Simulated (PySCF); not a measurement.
Bonds (- single, = double, # triple, : aromatic): F1-C2 1.357 Å, C2-C3 1.514 Å, C3-F4 1.330 Å, C3-F5 1.331 Å, C3-F6 1.336 Å. C2 carries H7, H8.

One averaged value for each set of equivalent atoms, a single conformation, gas phase, non-relativistic Hamiltonian. PBE0-D3(BJ)/def2-SVP geometry; σ from GIAO-B97-2/pcSseg-2; J couplings at B3LYP/pcJ-1; PySCF 2.14.

List the cross peaks expected in HSQC, COSY and HMBC spectra.

Results:



HSQC (one-bond C–H):
| δH | δC | ¹J(C,H) (Hz) |
| --- | --- | --- |
| 4.38 (H7/H8) | 81.9 (C2) | 158 |

HMBC (two and three bonds, |J| ≥ 2.5 Hz):
| δH | δC [abs. J in Hz] |
| --- | --- |
| 4.38 (H7/H8) | 131.0 (C3) [2.7] |

No COSY cross peaks are expected.

Referencing at the same level of theory: ¹H, ¹³C against TMS.

Common functionals overestimate the size of one-bond C–F couplings by tens of Hz; these are unscaled. Shifts are as computed. Against solution values, carbons near 30 ppm lie about +4 ppm off and those near 130 ppm about +7 ppm. Of 1211 compounds with measured shifts, 218 miss one by over three times the rms of a fit or turn the order of signals round; such compounds aren't used in these exercises.
